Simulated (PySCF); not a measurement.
HCN.
Z-matrix (Å and degrees, PBE0-D3(BJ)/def2-TZVP geometry), rows numbered from 1:
```
C 
N   1  1.1456
H   1  1.0687  2  180.00
```

Linear response at PBE0/aug-cc-pVTZ (PySCF, frozen core in the response, non-relativistic). Isolated species at its PBE0-D3(BJ)/def2-TZVP geometry, gas phase.

Static isotropic polarisability: 16.89 au (2.50 Å³), principal values 14.1, 14.1, 22.5 au.

Q: What is the polarisability at 1064 nm and at the sodium D line?

A: 17.01 au at 1064 nm (+0.7 %), 17.27 au at 589.3 nm (+2.2 %). The rise at 589.3 nm is 3.32 times that at 1064 nm; a pure ω² law gives 3.26. The lowest singlet lies at 158 nm, shorter than both wavelengths.

Q: What is the isotropic C6 coefficient between two such molecules, C6 = (3/π)∫α(iω)² dω?

A: 127.2 au (Eh·bohr⁶) by a ten-point quadrature over imaginary frequencies, which is 76 eV·Å⁶ or 7.33 J·nm⁶/mol.

Q: Which effective excitation energy ω̄ makes London's formula C6 = (3/4)α²ω̄ exact here?

A: ω̄ = 4·C6/(3α²) = 0.594 Eh = 16.2 eV. A one-pole form α(ω) = α/(1 − ω²/ω̄²) fitted to the 1064 nm value gives 14.2 eV.

Q: How many electrons N does the Slater–Kirkwood formula C6 = (3/4)·√N·α^(3/2) need to give this C6?

A: N = (4·C6/3)²/α³ = 6.0; the species has 14 electrons in all.

Q: What molar refraction at the D line follows from R = (4π/3)·N_A·α′, with α′ the polarisability volume?

A: α′ = 2.56 Å³ gives R = 6.46 cm³/mol, for isolated, non-vibrating species.

Q: What does −C6/R⁶ come to at R = 6 Å between centres?

A: -160 J/mol. This is the leading, orientation-averaged term; C8 and higher terms are left out.

On Intel Xeon 6975P-C, one thread, no GPU, shared host, this took 1.6 s of wall time and 0.36 GiB of memory at its peak. This is the whole response run at PBE0/aug-cc-pVTZ, SCF included.
